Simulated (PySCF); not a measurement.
Gas-phase reaction: SiF4 + 2 H2O2 → SiH4 + 2 F2 + 4 O

Energies from PySCF, thermal terms from the rigid-rotor harmonic-oscillator model, ideal gas at 1 bar. 'Table' is the NASA 1993 thermochemical table (part measured, part estimated). † marks an energy on the PBE0/def2-TZVP geometry and frequencies; other levels use their own. MP2 and CCSD(T) freeze the core. Open shells (unrestricted): O (multiplicity 3); the rest are closed-shell singlets. Spin-orbit splitting is ignored; it lowers the true energy and changes the entropy of O. MP2 isn't extrapolated to the basis-set limit. CCSD(T) isn't extrapolated to the basis-set limit.

Levels: a) MP2/def2-SVP†; b) BLYP/def2-TZVP†; c) CCSD(T)/def2-SVP†; d) PBE/def2-TZVP†; e) PBE/def2-SVP.

Order the levels by the distance of their ΔH°(298 K) from the table for this reaction, closest first.

d (-13 kJ), e (-80 kJ), b (-101 kJ), a (-164 kJ), c (-337 kJ)

The table gives 2919 kJ. The order holds for this reaction alone, and for the 1993 entries, some of which have been revised since.
